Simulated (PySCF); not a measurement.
Calculation: PySCF with TPSSh-D3(BJ)/def2-TZVP // PBE-D3(BJ)/def2-SVP. Isolated molecules, 0 K electronic values unless said otherwise. 

Reference species (SMILES): `C[O]` (neutral, multiplicity 2).

| Item | Result |
|---|---|
| dipole moment | 2.02 D |

Changed species: `[NH2]` (free radical NH2; the reference has free radical OCH3).

### Question
Give the shifts of the dipole moment.

### Answer
the dipole moment falls by 0.09 D, to 1.93 D.
